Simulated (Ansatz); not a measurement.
## Nudged elastic band run: H$_{3}$NOSi

input.yaml

```yaml
crystal:
  periodic: [false, false, false]
  atoms:
    - { symbol: "N", position_ang: [-1.228644, -0.534764, -0.242177] }
    - { symbol: Si, position_ang: [0.205395, 0.164979, -0.291361] }
    - { symbol: O, position_ang: [1.114412, 0.290418, 1.073991] }
    - { symbol: H, position_ang: [-1.825896, -0.635158, -1.059299] }
    - { symbol: H, position_ang: [1.036793, 0.803412, -1.342329] }
    - { symbol: H, position_ang: [0.69793, -0.088877, 1.861186] }
basis:
  gaussian: { orbitals: def2-SVP }
hamiltonian:
  xc: r2scan
neb:
  order_check: false
  images: 9
  f_tol: 0.5
  max_iterations: 60
  final_atoms:
    - { symbol: "N", position_ang: [-1.40793241, -0.58494851, -0.39923474] }
    - { symbol: Si, position_ang: [0.03303956, 0.04799553, -0.14107763] }
    - { symbol: O, position_ang: [0.64983676, -0.00318357, 1.3836946] }
    - { symbol: H, position_ang: [-1.82589461, -0.57426843, -1.32698161] }
    - { symbol: H, position_ang: [1.02849464, 0.72734696, -1.02577298] }
    - { symbol: H, position_ang: [1.52244607, 0.38706801, 1.50938335] }
  initial_path:
    images:
      - { positions_ang: [[-1.228644, -0.534764, -0.242177], [0.205395, 0.164979, -0.291361], [1.114412, 0.290418, 1.073991], [-1.825896, -0.635158, -1.059299], [1.036793, 0.803412, -1.342329], [0.69793, -0.088877, 1.861186]] }
      - { positions_ang: [[-1.25944608, -0.52077871, -0.25494762], [0.18314236, 0.16862339, -0.28713654], [1.03613397, 0.33219745, 1.09588942], [-1.83442516, -0.64841627, -1.07871169], [1.06844902, 0.77147335, -1.29166191], [0.80613588, -0.10308921, 1.81657934]] }
      - { positions_ang: [[-1.29024815, -0.50679343, -0.26771824], [0.16088972, 0.17226777, -0.28291209], [0.95785594, 0.3739769, 1.11778784], [-1.84295432, -0.66167454, -1.09812439], [1.10010505, 0.73953471, -1.24099481], [0.91434177, -0.11730141, 1.77197268]] }
      - { positions_ang: [[-1.32105023, -0.49280814, -0.28048886], [0.13863708, 0.17591216, -0.27868763], [0.87957791, 0.41575635, 1.13968626], [-1.85148348, -0.67493281, -1.11753708], [1.13176107, 0.70759606, -1.19032772], [1.02254765, -0.13151362, 1.72736603]] }
      - { positions_ang: [[-1.35185231, -0.47882286, -0.29325948], [0.11638445, 0.17955654, -0.27446317], [0.80129988, 0.45753581, 1.16158468], [-1.86001265, -0.68819108, -1.13694977], [1.16341709, 0.67565741, -1.13966062], [1.13075353, -0.14572582, 1.68275937]] }
      - { positions_ang: [[-1.38265438, -0.46483757, -0.3060301], [0.09413181, 0.18320093, -0.27023871], [0.72302185, 0.49931526, 1.1834831], [-1.86854181, -0.70144935, -1.15636247], [1.19507312, 0.64371876, -1.08899353], [1.23895942, -0.15993803, 1.63815271]] }
      - { positions_ang: [[-1.38770999, -0.48885976, -0.32467103], [0.08191336, 0.15615985, -0.2444065], [0.70838483, 0.39881549, 1.2235254], [-1.86001237, -0.67601316, -1.1904863], [1.16175742, 0.6604444, -1.07634942], [1.29565675, -0.05053682, 1.61239884]] }
      - { positions_ang: [[-1.39276559, -0.51288195, -0.34331196], [0.06969491, 0.12911877, -0.21857428], [0.69374781, 0.29831573, 1.2635677], [-1.85148293, -0.65057698, -1.22461013], [1.12844173, 0.67717004, -1.06370531], [1.35235408, 0.05886439, 1.58664497]] }
      - { positions_ang: [[-1.3978212, -0.53690414, -0.36195289], [0.05747646, 0.10207769, -0.19274206], [0.6791108, 0.19781596, 1.30361], [-1.84295349, -0.6251408, -1.25873395], [1.09512603, 0.69389568, -1.0510612], [1.40905141, 0.1682656, 1.5608911]] }
      - { positions_ang: [[-1.4028768, -0.56092632, -0.38059381], [0.04525801, 0.07503661, -0.16690984], [0.66447378, 0.0973162, 1.3436523], [-1.83442405, -0.59970461, -1.29285778], [1.06181033, 0.71062132, -1.03841709], [1.46574874, 0.2776668, 1.53513722]] }
      - { positions_ang: [[-1.40793241, -0.58494851, -0.39923474], [0.03303956, 0.04799553, -0.14107763], [0.64983676, -0.00318357, 1.3836946], [-1.82589461, -0.57426843, -1.32698161], [1.02849464, 0.72734696, -1.02577298], [1.52244607, 0.38706801, 1.50938335]] }
```

Command:

```bash
$ ansatz run input.yaml --threads 1 --pin off --max-ram 2048MiB --backend cpu --events-out ev --progress --plain --runs-dir out
```

Output, in part (warnings, iteration lines, the closing report on the highest movable image, with atoms numbered from 0):

```
NEB end point (image 0): max|allowed force component| = 4.840e-3 eV/Å (the criterion of neb.relax_end_points is 1.000e-1)
NEB end point (image 10): max|allowed force component| = 3.589e-3 eV/Å (the criterion of neb.relax_end_points is 1.000e-1)
NEB iter   1: max|band force component| = 1.870e1 eV/Å  barrier→ = 1.8914 eV  barrier← = 1.7211 eV  Δτ_max = 0.1625 Å  (285 SCF iters)
NEB iter   2: max|band force component| = 7.576e-1 eV/Å  barrier→ = 0.3202 eV  barrier← = 0.1499 eV  Δτ_max = 0.1004 Å  (275 SCF iters)
NEB iter   3: max|band force component| = 4.604e-1 eV/Å  barrier→ = 0.2923 eV  barrier← = 0.1220 eV  CI = image 6  Δτ_max = 0.0000 Å  (503 SCF iters)
Total energy: -11455.46501170 eV, -420.9805743870 hartree
Atom 0 at    -1.375083    -0.504910    -0.347629 Å, force     0.007647     0.048747    -0.042765 eV/Å
Atom 1 at     0.070327     0.163406    -0.211572 Å, force     0.043961    -0.273816     0.074253 eV/Å
Atom 2 at     0.675406     0.412742     1.286718 Å, force    -0.137909     0.209897     0.163979 eV/Å
Atom 3 at    -1.839931    -0.637475    -1.243612 Å, force     0.042293     0.060989    -0.030008 eV/Å
Atom 4 at     1.081896     0.629684    -1.201455 Å, force    -0.065908     0.028580    -0.083581 eV/Å
Atom 5 at     1.387376    -0.063437     1.717561 Å, force     0.109917    -0.074397    -0.081879 eV/Å
Dipole moment:     0.578643     0.003062    -0.160733 e Å
```

It converged. The threshold of 0.5 eV/Å is loose, so the images may lie well off the minimum-energy path. The order of the stationary point at the top wasn't checked.

Final band (atoms are numbered from 1 in the order of the input):

| image | path coordinate (Å) | energy (eV) | dihedral N1–Si2–O3–H6 (°) |
| --- | --- | --- | --- |
| 0 | 0.00 | 0.000 | 0 |
| 1 | 0.18 | 0.027 | 14 |
| 2 | 0.35 | 0.098 | 32 |
| 3 | 0.53 | 0.186 | 52 |
| 4 | 0.71 | 0.253 | 73 |
| 5 | 0.89 | 0.288 | 91 |
| 6 | 1.07 | 0.292 | 108 |
| 7 | 1.25 | 0.280 | 127 |
| 8 | 1.43 | 0.241 | 148 |
| 9 | 1.61 | 0.192 | 166 |
| 10 | 1.79 | 0.170 | 180 |

Run time: 74 s on 1 thread of Intel(R) Xeon(R) Platinum 8488C (Sapphire Rapids) (shared host), peak memory 0.13 GiB.
